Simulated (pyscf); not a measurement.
**Hydrogen abstraction: PH₃ (SMILES P) + GeH₃• (SMILES [GeH3]) -> PH₂• (SMILES [PH2]) + GeH₄ (SMILES [GeH4])**

Gas phase, doublet surface, charge 0. Bonds broken: P1–H2. Bonds formed: H2–Ge5. PySCF, gas phase, ωB97X-D3(BJ)/def2-SVP geometries. MP2 and CC: frozen core, UHF for open shells. ΔMP2 is the change of the MP2 total energy from the triple- to the quadruple-zeta basis.

Transition state (Å):

```xyz
8

P      0.6498     1.6255    -0.6257
H      0.0629     0.1634    -0.2104
H      1.0935     1.8345     0.7137
H     -0.6245     2.2148    -0.3737
Ge    -0.7456    -1.3177     0.5362
H     -1.3803    -0.9052     1.8761
H     -1.8320    -1.8293    -0.4268
H      0.3164    -2.4076     0.7682
```

One imaginary mode, 1189i cm⁻¹; descent along it reached the two sides named.

| bond | change | reactant side (Å) | saddle | product side |
|---|---|---|---|---|
| P1–H2 | breaks | 1.424 | 1.629 | 3.2 |
| H2–Ge5 | forms | 3.4 | 1.845 | 1.535 |

Electronic energies relative to the separated reactants (kcal/mol):

```tsv
level	barrier	reaction energy	reverse barrier
ωB97X-D3(BJ)/def2-TZVP	3.9	-3.0	6.9
PBE/def2-TZVP	-0.2	-1.2	1.0
r²SCAN/def2-TZVP	1.4	-2.5	3.9
B3LYP-D3(BJ)/def2-TZVP	1.8	-2.4	4.2
PBE0-D3(BJ)/def2-TZVP	1.4	-2.0	3.5
M06-2X/def2-TZVP	6.9	+1.1	5.8
ωB97M-D3(BJ)/def2-TZVP	6.5	-0.9	7.4
HF/def2-TZVP	17.2	-5.5	22.6
MP2/def2-QZVPP	7.0	-2.7	9.6
CCSD/def2-TZVPP	7.8	-4.0	11.8
CCSD(T)/def2-TZVPP	6.2	-3.6	9.9
CCSD(T)/def2-TZVPP + ΔMP2(QZVPP)	5.8	-3.5	9.4
```

With CCSD(T)/def2-TZVPP + ΔMP2(QZVPP) energies and thermal terms (ideal gas, 1 atm, RRHO with modes under 100 cm⁻¹ raised to 100, one conformer, R ln 2 for chiral ones without a mode under 150 cm⁻¹), in kcal/mol:

```json
[
 {"T (K)": "298", "ΔH‡": "3.9", "ΔG‡": "11.7", "ΔH": "-4.2", "ΔG": "-3.4"},
 {"T (K)": "600", "ΔH‡": "4.8", "ΔG‡": "19.3", "ΔH": "-4.1", "ΔG": "-2.8"},
 {"T (K)": "900", "ΔH‡": "5.8", "ΔG‡": "26.3", "ΔH": "-4.0", "ΔG": "-2.1"},
 {"T (K)": "1200", "ΔH‡": "6.8", "ΔG‡": "33.0", "ΔH": "-3.9", "ΔG": "-1.5"}
]
```

At PBE this geometry lies under the reactants; that is no barrier but a single point on another level's saddle; such a level's own saddle, if it has one, lies nearer that side and is low. This is the saddle that the search found; another between the same sides may lie lower. The angle at the transferred H is 169°. The CCSD(T) − MP2 part came from Ansatz, without density fitting, on the same reference. The frozen core leaves the outer d or s,p core shells of the metals and heavy elements correlated in the MP2 and CC values, and def2-TZVPP describes them poorly, which can shift differences by a few kcal/mol. Elements up to Kr have no core potential and no relativistic terms here.
